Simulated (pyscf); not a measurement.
7 group-13 steps of one kind (multi-bond step, closed-shell): reaction energy in kJ/mol, from the separated reactants or the lowest minimum found. Optimised with ωB97X-D3(BJ)/def2-SVP in PySCF. Functionals in def2-TZVP; the last column is ωB97M-D3(BJ)/def2-TZVP. Rows were drawn at random from the steps of this kind and element class whose saddle was verified and whose references are stable.

| step | PBE | B3LYP-D3(BJ) | PBE0-D3(BJ) | ωB97M-D3(BJ) |
|---|---|---|---|---|
| H₂C=CH–InH₂ + H₂ -> H₃C–CH₂–InH₂ | -151.1 | -143.9 | -166.2 | -151.2 |
| H₂As–InH₂ + SiH₄ → H₂As–In [singlet] + H₂ + SiH₄ | -17.3 | -25.7 | -2.7 | -1.9 |
| H₂B–CH₃ + H₂ + HC≡CH -> H₂B–CH₃ + H₂C=CH₂ | -218.7 | -213.6 | -233.0 | -213.8 |
| HO–AsH–In [singlet] + H₂ -> HO–In [singlet] + AsH₃ | -50.6 | -51.1 | -51.4 | -59.5 |
| H₂P–InH₂ + SiH₄ → H₂P–In [singlet] + H₂ + SiH₄ | -16.5 | -24.7 | -1.5 | -0.5 |
| H₃C–F + H₃C–GaH₂ → H₃C–GaH–CH₃ + HF | -74.2 | -71.1 | -79.0 | -76.2 |
| As≡As + H₂ + GaH₃ → HAs=AsH + GaH₃ | -32.6 | -29.0 | -44.4 | -34.2 |

Differences from the last column (kJ/mol): PBE: mean -3.4, median 0.0, mean size 7.0, lower in 3 of 7; B3LYP-D3(BJ): mean -3.1, median +5.2, mean size 10.6, lower in 2 of 7; PBE0-D3(BJ): mean -5.9, median -2.8, mean size 8.2, lower in 6 of 7. PBE is closest for row 1 (0.0 kJ/mol apart) and farthest for row 5 (16.0 kJ/mol). PBE, r²SCAN and M06-2X carry no added dispersion term. The last column is a level with limits of its own. Elements up to Kr have no core potential and no relativistic terms here. Elements past Kr carry the def2 core potentials, without spin-orbit coupling.
